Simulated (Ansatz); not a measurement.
A calculation with Ansatz (development build ahead of 0.2.0).

```yaml
crystal:
  periodic: [false, false, false]
  atoms:
    - { symbol: C, position_ang: [0.0, 0.0, 0.0] }
    - { symbol: C, position_ang: [1.41, 0.0, 0.0] }
    - { symbol: C, position_ang: [-0.705, 1.2211, 0.0] }
    - { symbol: C, position_ang: [-0.705, -1.2211, 0.0] }
    - { symbol: H, position_ang: [1.97139, -0.93431, 0.0] }
    - { symbol: H, position_ang: [1.97139, 0.93431, 0.0] }
    - { symbol: H, position_ang: [-1.79483, 1.24012, 0.0] }
    - { symbol: H, position_ang: [-0.17656, 2.17443, 0.0] }
    - { symbol: H, position_ang: [-1.79483, -1.24012, 0.0] }
    - { symbol: H, position_ang: [-0.17656, -2.17443, 0.0] }
basis:
  gaussian: { orbitals: def2-SVP }
magnetization:
  spin_polarized: true
  initial_magnetization: 2
hamiltonian:
  xc: hf
correlation:
  method: mp2
  frozen_orbitals: { C: 1, H: 0 }
```

The input is written out in the form of the current development build from the run's settings.

Results

```json
{
 "Converged": "yes",
 "Reference energy": "-154.78866 hartree",
 "Correlation energy": "-0.47564 hartree",
 "Total energy": "-155.26430 hartree",
 "Spin squared of the determinant": "2.196"
}
```

Caution: the unrestricted determinant is spin contaminated.
